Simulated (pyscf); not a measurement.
This saddle point was located with ωB97X-D3(BJ)/def2-SVP in PySCF.

```
In
H 1 1.7040
H 1 1.7040 2 136.50
H 1 1.8884 2 110.29 3 -157.88
H 4 1.1516 1 85.50 2 -98.01
Cl 5 1.4956 4 156.51 1 0.01
```

Surface: singlet, charge 0. Lowest wavenumbers (cm⁻¹): 1038i, 238, 344, 522, 594.

Q: What reaction is this the transition state of?

A: InH₃ + hydrogen chloride (HCl) ⇌ Cl–InH₂ + hydrogen (H₂), a four-centre exchange read from left to right: H–In, Cl–H broken and Cl–In, H–H formed. At ωB97M-D3(BJ)/def2-TZVP it lies +3.4 kcal/mol from the left side and +29.6 kcal/mol from the right (each side as separated species at their lowest minima found). On the reactant side the descent ends in an adduct with a Cl–In contact, 7.4 kcal/mol under the separated species and 7.3 kcal/mol under the saddle at ωB97X-D3(BJ)/def2-TZVP. What is counted as formed (Cl–In) is already present as a longer contact in the reactant adduct; forming that adduct is a step of its own. At ωB97X-D3(BJ)/def2-TZVP the barrier from the zero used here is -0.1 kcal/mol. This is the saddle that the search found; another between the same sides may lie lower. Elements past Kr carry the def2 core potentials, without spin-orbit coupling.
